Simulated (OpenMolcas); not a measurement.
**BF (SMILES [B]F): methods side by side**

The species is BF (2 atoms), meant as a singlet with charge 0. SMILES: `[B]F`. The coordinates come from a GFN2-xTB relaxation.

```csv
atom,x (Å),y (Å),z (Å)
B,0.0000,0.0000,0.0000
F,0.0000,0.0000,1.2444
```

Quantity: the vertical ionisation energy (to the doublet cation), in eV. The values are calculated.

```csv
level,kind,program,value (eV),less FCI/STO-3G
HF/STO-3G,Hartree–Fock,OpenMolcas,7.10,-0.07
"HF/STO-3G, open shells restricted",Hartree–Fock,OpenMolcas,7.16,-0.01
SVWN5/STO-3G,LDA,OpenMolcas,7.96,+0.79
PBE/STO-3G,GGA,OpenMolcas,7.98,+0.81
r2SCAN/STO-3G,meta-GGA,OpenMolcas,7.93,+0.76
B3LYP/STO-3G,global hybrid,OpenMolcas,8.21,+1.04
"FCI/STO-3G, open shells restricted",exact in the basis,OpenMolcas,7.17,0.00
```

FCI/STO-3G, open shells restricted is exact within its basis and frozen core, so for wave-function methods in that basis the difference is their error; functionals converge differently with the basis, so for them it is only a difference. The values span 7.10 to 8.21 eV. All rows use very small basis sets, so even the best lies far from the true value.
